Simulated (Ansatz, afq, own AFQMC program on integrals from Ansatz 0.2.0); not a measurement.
# Cr, septet → Cr⁺, sextet

A free Cr atom.

E(sextet, charge +1) − E(septet, charge +0) at this geometry, on UHF and UHF determinants.

Basis def2-SVP. Noble-gas cores (and the filled d shells of Ga–Kr and In–Xe) are frozen. Integrals, coupled cluster, full CI and functionals: Ansatz 0.2.0; the random walks run on the same integrals in our own AFQMC program. The CISD trial takes its coefficients from CCSD amplitudes. Released means that phaseless walkers are propagated on without the constraint, phases kept. ± is one standard error of the sampling. The metal's outer-core s and p shells are frozen, which shifts wave-function levels against functionals. The errors of all members are added in quadrature.

Full CI on the same integrals is exact in this basis and with this determinant's frozen core.

Errors are counted within def2-SVP, not against nature.

Cautions: no relativity below Rb; outer-core shells of the metal frozen; Cr⁺ (sextet): the released energies have errors that jump between times, so the bars are unsure, so no released level is given (meV from the phaseless value at times in 1/Eh: -3 ± 7 at 0.60, -15.1 ± 0.8 at 1.20, 4 ± 15 at 2.00, -26 ± 6 at 3.00, -52 ± 27 at 4.20), though the last usable value meets full CI within the noise, its ph-AFQMC/CISD value lies 17.3 ± 0.8 meV above full CI.

Reference (full CI): 585.8 kJ/mol.

```json
{"level": "HF", "vertical ionization energy (kJ/mol)": "563.0", "error against FCI (kJ/mol)": "-22.8"}
{"level": "MP2", "vertical ionization energy (kJ/mol)": "584.2", "error against FCI (kJ/mol)": "-1.6"}
{"level": "CCSD", "vertical ionization energy (kJ/mol)": "585.0", "error against FCI (kJ/mol)": "-0.8"}
{"level": "CCSD(T)", "vertical ionization energy (kJ/mol)": "585.7", "error against FCI (kJ/mol)": "-0.1"}
{"level": "CCSDT", "vertical ionization energy (kJ/mol)": "585.8", "error against FCI (kJ/mol)": "0.0"}
{"level": "CCSDT(Q)", "vertical ionization energy (kJ/mol)": "585.8", "error against FCI (kJ/mol)": "0.0"}
{"level": "CCSDTQ", "vertical ionization energy (kJ/mol)": "585.8", "error against FCI (kJ/mol)": "0.0"}
{"level": "ph-AFQMC/CISD", "vertical ionization energy (kJ/mol)": "586.8 ± 0.2", "error against FCI (kJ/mol)": "1.0 ± 0.2"}
```

Correlation beyond CCSD(T) changes it by less than 2 meV. The perturbative (T) step is worth +0.7 kJ/mol.

CCSDT and higher add their correlation energy to the determinant of the CCSD(T) run, since their own runs factorise the integrals more tightly (a shift of under 2 meV). A walk keeps the symmetry of its determinant, which the program's search chose and which needn't be the lowest solution, so a lower state of the same spin and another symmetry isn't excluded.
